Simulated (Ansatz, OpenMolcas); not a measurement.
**From Ansatz to OpenMolcas**

Ansatz 0.2.0 runs this on BCl (SMILES [B]Cl):

input.yaml:
```yaml
crystal:
  periodic: [false, false, false]
  atoms:
    - {symbol: B, position_ang: [0.000000, 0.000000, -1.578570]}
    - {symbol: Cl, position_ang: [0.000000, 0.000000, 1.578530]}
basis:
  gaussian:
    orbitals: STO-3G
hamiltonian:
  xc: {name: B2PLYP}
correlation:
  frozen_orbitals: {B: 1, Cl: 5}
accuracy: high
```

```bash
$ ansatz run input.yaml --threads 1 --pin off --max-ram 2610MiB --events-out events.jsonl --progress --plain --runs-dir runs
```

The Cl2–B1 distance was set to 3.157 Å, away from the relaxed value.

It gives a total energy of -479.249098 Eh.

Q: Write the same calculation for OpenMolcas 26.06 as an input file of the program's own.

A: This input was run:

calc.inp:
```
* BCl Kohn-Sham DFT

&GATEWAY
 BasLib
 $CurrDir
 Coord
 2
 angstrom
 B        0.000000       0.000000      -1.578570
 Cl       0.000000       0.000000       1.578530
 Basis
 STO-3G
 Group
 NoSym

&SEWARD
 GridInput
 Grid=UltraFine
 End of Grid

&SCF
 KSDFT
 B2PLYP_SCF
 Thresholds
 1e-10 1e-07 1e-07 1e-05
 PrOrbitals
 1 1

&MBPT2
 Frozen
 6
```

```bash
$ export MOLCAS_MEM=1860
$ pymolcas calc.inp > calc.log
```

(Basis files named in the input come from the Basis Set Exchange and aren't shown.)

Its energy is -479.249098 Eh, 0.000 mEh from the first.
